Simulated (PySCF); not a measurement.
Boron: a sound run and one with changed settings

Sound run: B [He] 2s2 2p1, B⁺ [He] 2s2. Calculation: PySCF 2.14, in cc-pVTZ (4s3p2d1f, 30 functions); the non-relativistic Hamiltonian (point nucleus). The sound run starts from symmetry-adapted Hartree-Fock orbitals and uses a fine grid where one is needed.

Changed run: initial guess 1e, at most 50 SCF cycles, level shift 10.0 hartree.

```
species  method  sound run (hartree)  changed run (hartree)  converged
      B     UHF            -24.53207              -24.53128         no
      B  M06-2X            -24.65027              -24.54892         no
      B  r2SCAN            -24.63648              -24.62986         no
     B⁺     UHF            -24.23668              -24.23665         no
     B⁺  M06-2X            -24.34465              -24.34460         no
     B⁺  r2SCAN            -24.31428              -24.31415         no
```

A level shift slows the SCF but leaves a converged energy unchanged.
